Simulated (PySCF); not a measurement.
Q: What does the PBE0-D3(BJ)/def2-SVP structure of `C[S@@](=O)C=S` look like in three dimensions?

A: 
```xyz
9
C2H4OS2 angstrom
C     -0.7712    0.3269   -0.9336
S      0.8829    0.5102   -0.2077
O      0.9479    1.8264    0.4984
C      0.7381   -0.7925    1.0421
S      0.2719   -2.3120    0.8045
H     -0.9089   -0.7196   -1.2378
H     -1.5039    0.6337   -0.1748
H     -0.8052    1.0003   -1.7996
H      1.1466   -0.4021    1.9918
```

Orientation and origin are arbitrary. Atoms count from 1 in this order. The 3 C–S bonds span 1.607 Å (C4=S5, drawn double) to 1.816 Å (C1–S2, drawn single), a spread of 0.209 Å. S2 (sulfinyl sulfur) is pyramidal (angles 108.5°, 108.1° and 97.5°, sum 314.1°, 0.68 Å off the plane of its three neighbours). Of the pairs four or more bonds apart, S5···H6 is among the closest relative to their van der Waals radii: 2.85 Å, 95 % of the sum of Bondi's values.

Bonds between heavy atoms (Å): C1–S2 1.816, S2=O3 1.495, S2–C4 1.811, C4=S5 1.607.

Computed, not measured: PBE0-D3(BJ)/def2-SVP geometry optimisation, gas phase (PySCF 2.14.0).

Point group: C1 (no symmetry element, even within 0.4 Å). PBE0-D3(BJ)/def2-SVP frequencies: not computed here. The numbers are those of one conformer (C1–S2–C4–S5 51°).
